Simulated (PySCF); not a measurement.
SiO: energy against distance

Set-up: Si 6-311G(d,p), O 6-311G(d,p); no relativity (PySCF 2.14). Energies in eV from Si + O in their ground configurations at the same level. State: ¹Σ⁺ (singlet), closed shell.

All columns are r²SCAN. A positive dipole means Si(−)O(+).

| R (Å) | E (eV) | μ (D) | Mulliken charge on Si (basis-dependent) | HOMO (eV) | LUMO (eV) | Mayer bond order | ⟨S²⟩ |
| --- | --- | --- | --- | --- | --- | --- | --- |
| 1.305 | -5.715 | -2.07 | 0.44 | -7.46 | -1.72 | 2.24 | 0.00 |
| 1.365 | -6.871 | -2.25 | 0.46 | -7.53 | -1.94 | 2.22 | 0.00 |
| 1.426 | -7.521 | -2.43 | 0.48 | -7.58 | -2.16 | 2.21 | 0.00 |
| 1.472 | -7.763 | -2.56 | 0.49 | -7.60 | -2.32 | 2.19 | 0.00 |
| 1.517 | -7.844 | -2.69 | 0.50 | -7.62 | -2.48 | 2.18 | 0.00 |
| 1.562 | -7.802 | -2.82 | 0.52 | -7.63 | -2.64 | 2.18 | 0.00 |
| 1.623 | -7.603 | -2.98 | 0.53 | -7.63 | -2.85 | 2.17 | 0.00 |
| 1.699 | -7.196 | -3.18 | 0.53 | -7.61 | -3.09 | 2.17 | 0.00 |
| 1.790 | -6.569 | -3.41 | 0.53 | -7.32 | -3.36 | 2.17 | 0.00 |
| 1.911 | -5.631 | -3.69 | 0.52 | -6.99 | -3.69 | 2.19 | 0.00 |

A fit through these points gives, at Re = 1.522 Å, μ = -2.70 D and dμ/dR = -2.84 D/Å; the reduced mass is 10.18 u.

**Question.** How strong is the fundamental in the double-harmonic approximation, I = 42.26·(dμ/dR)²/μred km/mol?

**Answer.** I = 42.26·(-2.84)²/10.18 = 33.5 km/mol at r²SCAN.
